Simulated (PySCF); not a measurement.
## One molecule, a ladder of functionals, a line

Molecule: `[SiH2](F)[SiH3]`, FH5Si2.

Bonds (- single, = double, # triple, : aromatic): F1-Si2 1.633 Å, Si2-Si3 2.342 Å. Si2 carries H4, H5; Si3 carries H6, H7, H8.

GIAO shieldings (ppm, equivalent atoms averaged) in PySCF 2.14.0 with density-fitted response routines on the PBE0-D3(BJ)/def2-SVP geometry, basis pcSseg-2, gas phase, non-relativistic:

| functional | exact exchange (%) | σ(F1) | σ(Si2) |
| --- | --- | --- | --- |
| BLYP | 0 | 402.3 | 308.9 |
| BP86 | 0 | 406.0 | 317.2 |
| PBE | 0 | 405.9 | 317.9 |
| PBE0 | 25 | 415.2 | 337.7 |
| mPW1PW91 | 25 | 414.8 | 337.0 |
| BHandHLYP | 50 | 419.0 | 348.0 |
| HF | 100 | 429.0 | 391.9 |

**Question.** Fit each shielding as a line in the percentage of exact exchange.

**Answer.** σ(F1) = 406.2 + 0.24 x (rms 2.2 ppm); σ(Si2) = 315.4 + 0.76 x (rms 3.7 ppm). The functionals also differ in their semilocal parts, which the line can't hold; Hartree–Fock has no correlation at all.

**Question.** What does the line predict for B3LYP (20 %), and what does the run give?

**Answer.** σ(F1): 411.0 predicted, 410.4 computed; σ(Si2): 330.6 predicted, 324.5 computed ppm.
